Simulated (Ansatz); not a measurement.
CH8OSi, closed shell: at the start structure of a reaction step.

in.yaml

```yaml
crystal:
  periodic: [false, false, false]
  atoms:
    - {symbol: Si, position_ang: [-0.893377, 0.475046, 0.579775]}
    - {symbol: O, position_ang: [-0.808247, -1.166024, 0.396323]}
    - {symbol: H, position_ang: [-2.163901, 0.998864, -0.000603]}
    - {symbol: H, position_ang: [-0.883601, 0.838518, 2.026583]}
    - {symbol: C, position_ang: [0.578819, 1.188020, -0.293891]}
    - {symbol: H, position_ang: [1.205238, -2.207452, -0.854487]}
    - {symbol: H, position_ang: [1.811485, -2.444003, -1.223013]}
    - {symbol: H, position_ang: [-1.499135, -1.696134, 0.794443]}
    - {symbol: H, position_ang: [0.563889, 0.926494, -1.354306]}
    - {symbol: H, position_ang: [0.581609, 2.277849, -0.209868]}
    - {symbol: H, position_ang: [1.507222, 0.808823, 0.138943]}
basis:
  gaussian: {orbitals: def2-SVP}
hamiltonian: {xc: {name: wB97M-V}}
```

Run by:

```bash
ansatz run in.yaml --threads 4 --pin off --events-out ev --progress --plain --max-ram 9574MiB
```

Output of Ansatz 0.2.0:

```
Functional definition: wB97M-V
  name "wB97M-V"
  cite "Mardirossian & Head-Gordon, J. Chem. Phys. 144, 214110 (2016) doi:10.1063/1.4952647"
  cite "Becke, J. Chem. Phys. 107, 8554 (1997) doi:10.1063/1.475007"
  cite "Vydrov & Van Voorhis, J. Chem. Phys. 133, 244103 (2010) doi:10.1063/1.3521275"
  # Of w^i u^j: cxij and so on, Table III.
  parameter omega = 0.3/bohr
  parameter cx = 0.15
  parameter cx01 = 1.007
  parameter cx10 = 0.259
  parameter css00 = 0.443
  parameter css04 = -1.437
  parameter css10 = -4.535
  parameter css20 = -3.390
  parameter css43 = 4.278
  parameter cos00 = 1.000
  parameter cos10 = 1.358
  parameter cos20 = 2.924
  parameter cos21 = -8.812
  parameter cos60 = -1.390
  parameter cos61 = 9.142
  parameter b = 6.0
  parameter c = 0.01
  gx(w, u) = 1 - cx + cx01*u + cx10*w
  gss(w, u) = css00 + css04*u^4 + css10*w + css20*w^2 + css43*w^4*u^3
  gos(w, u) = cos00 + cos10*w + (cos20 + cos21*u)*w^2 + (cos60 + cos61*u)*w^6
  exchange = spin_sum(e_x_unif_sr(omega)*gx(b97_w, b97_u_x)) + cx*exact_x_sr(omega) + exact_x_lr(omega)
  correlation = spin_sum(e_c_pw_mod_same_spin*gss(b97_w, b97_u_same))
      + integral(e_c_pw_mod_opposite_spin*gos(b97_w_opposite, b97_u_opposite)) + vv10(b, c)
961 factors; their error is unknown
283 factors; integrals over basis functions are off by at most 2.1e-5 eV
mean field evaluation 1: about -11080.4782 eV, gradient 4.8e1 eV
mean field evaluation 2: about -11080.8699 eV, gradient 4.8e1 eV
mean field evaluation 4: about -11085.0005 eV, gradient 1.4e0 eV
mean field evaluation 8: about -11085.0210 eV, gradient 1.3e-1 eV
mean field -11085.02106405 eV, -407.3670104067 hartree, gradient 2.4e-5 eV, S^2 0.000000; 0 other end points of the search recorded, 0 dependent functions left out
reference -11085.02110854 eV, -407.3670120416 hartree; 18, 18 occupied and 68, 68 virtual orbitals, 961 factors
Total energy: -11085.02110854 eV, -407.3670120416 hartree
```

The lines “mean field evaluation” count trial sets of orbitals through the whole run, from several starts and some on an approximate energy, so they need not fall steadily or lie above the final value.

The run took about 5.5 s on 4 CPU threads of an Intel Xeon (shared host).
